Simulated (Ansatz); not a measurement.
Ansatz (an electronic-structure program) input:

Ansatz 0.2 input:
```yaml
crystal:
  periodic: [false, false, false]
  atoms:
    - {symbol: N, position_ang: [0.01661981, -0.02999986, 1.39162225]}
    - {symbol: C, position_ang: [-0.01543844, -0.07018388, -1.37864102]}
    - {symbol: C, position_ang: [-0.00321387, 1.11294563, 0.70125942]}
    - {symbol: C, position_ang: [0.01978865, -1.16819845, 0.66438837]}
    - {symbol: C, position_ang: [0.00495939, -1.32735553, -0.74026160]}
    - {symbol: C, position_ang: [-0.01980593, 1.14405432, -0.68702450]}
    - {symbol: H, position_ang: [-0.02881825, -0.01569131, -2.47237714]}
    - {symbol: H, position_ang: [-0.00590766, 2.03625053, 1.28067660]}
    - {symbol: H, position_ang: [0.03638505, -2.06029569, 1.29842183]}
    - {symbol: H, position_ang: [-0.03573655, 2.10216299, -1.20640101]}
basis:
  gaussian:
    orbitals: def2-TZVP
hamiltonian:
  xc: b3lyp
  dispersion: d3bj
total_charge: -1
phonons: {temperatures: {t_min: 298.15, t_max: 298.15, t_step: 100}}
```

Task: What final total energy does it print?

Result: -247.75023 Eh (B3LYP-D3(BJ)/def2-TZVP). The basis has 210 functions. The run takes around 6 core-minutes (rough).

It need not be the lowest isomer of its formula. Whether it binds its extra electron was not tested at this geometry.
